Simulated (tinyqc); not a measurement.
Pariser-Parr-Pople SCF with singles CI, for the molecule C=NC=C([CH2+])Cl (SMILES; centres numbered as the heavy atoms are written), step by step. One step of it, computed by the program tinyqc.

Question. Singles CI, singlets. Over the 4 single excitations with the smallest orbital gaps: A = (e_a - e_i) delta + 2 (ia|jb) - (ij|ab), with (pq|rs) = sum c_mp c_mq gamma_mn c_nr c_ns. f = 2/3 w |mu|^2 in atomic units, mu = sqrt2 sum c_ia sum_m c_mi c_ma R_m.

orbital energies (eV): -18.348799  -17.113026  -14.750306  -8.505556  -5.546799  -3.487957

coefficients:
```
          MO1        MO2        MO3        MO4        MO5        MO6
1C   0.264074  -0.325119  -0.309537  -0.556155   0.603798  -0.234243
2N   0.496219  -0.514401  -0.308726  -0.000622  -0.512128   0.362727
3C   0.462272  -0.218330   0.224374   0.610369   0.147104  -0.542313
4C   0.450039   0.179612   0.506579  -0.017068   0.378301   0.604301
5C   0.227656   0.082424   0.531400  -0.563778  -0.447619  -0.375214
6Cl  0.464730   0.736863  -0.468534   0.002253  -0.089662  -0.116149
```

repulsion gamma_rs (eV):
```
            1C         2N         3C         4C         5C        6Cl
1C   11.130000   5.477755   3.872646   2.881082   2.343763   2.669967
2N    5.477755  12.300000   5.476576   3.940055   2.918463   3.656205
3C    3.872646   5.476576  11.130000   5.344518   3.871615   3.979439
4C    2.881082   3.940055   5.344518  11.130000   5.345237   5.552041
5C    2.343763   2.918463   3.871615   5.345237  11.130000   3.979041
6Cl   2.669967   3.656205   3.979439   5.552041   3.979041  13.000000
```

Centres (angstrom, eV; a flat drawing with bonds scaled to 1.40 angstrom):
```
centre          x          y  core charge z          W   gamma_rr
1C      -2.683000  -0.205000              1  11.160000  11.130000
2N      -1.384000   0.316000              1  14.100000  12.300000
3C      -0.283000  -0.549000              1  11.160000  11.130000
4C       1.017000  -0.028000              1  11.160000  11.130000
5C       2.118000  -0.893000              1  11.160000  11.130000
6Cl      1.215000   1.358000              2  26.000000  13.000000
```

Give: singlet CI matrix; singlet excitation energies; oscillator strengths.

Answer.

singlet CI matrix (eV):
```
         3>4      2>4      3>5      1>4
3>4   3.6946   0.1718  -0.0246   0.2203
2>4   0.1718   5.1563  -0.0565  -0.1536
3>5  -0.0246  -0.0565   6.3631   0.2797
1>4   0.2203  -0.1536   0.2797   6.4830
```

singlet excitation energies (eV): 3.6542  5.1634  6.1484  6.7310

oscillator strengths: 0.7455  0.4328  0.0764  0.0470
